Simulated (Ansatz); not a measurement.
C$_{3}$H$_{7}$N (`NC1CC1`) from Hartree–Fock to CCSD(T)

```xyz
11

N    -0.3666   -0.6183   -1.3529
C    -0.0502    0.3667   -0.3621
C    -0.5263    0.1023    1.0306
C     0.9296   -0.0288    0.6960
H     0.3030   -0.5990   -2.1120
H    -1.2846   -0.4557   -1.7475
H    -0.0250    1.4144   -0.6632
H    -0.8450    0.9429    1.6340
H    -1.0823   -0.8142    1.1816
H     1.6158    0.7212    1.0685
H     1.3315   -1.0316    0.6269
```

Total charge 0; spin multiplicity 1. The structure was optimised at the PBE0-D4/def2-TZVP level. It is one conformer, not always the lowest. Frozen core, restricted reference, Ansatz 0.2.0. CBS rows extrapolate triple and quadruple zeta; past MP2 they add the triple-zeta difference.

| basis | HF (Eh) | MP2 corr. | CCSD corr. | (T) | CCSD(T) total |
| --- | --- | --- | --- | --- | --- |
| def2-SVP | -171.96299 | -0.58986 | -0.63379 | -0.01907 | -172.61585 |
| def2-TZVPP | -172.15514 | -0.72465 | -0.75808 | -0.03082 | -172.94404 |
| def2-QZVPP | -172.16333 | -0.77148 | – | – | – |
| CBS(def2) | -172.16446 | -0.80618 | -0.83960 | as TZ | -173.03488 |
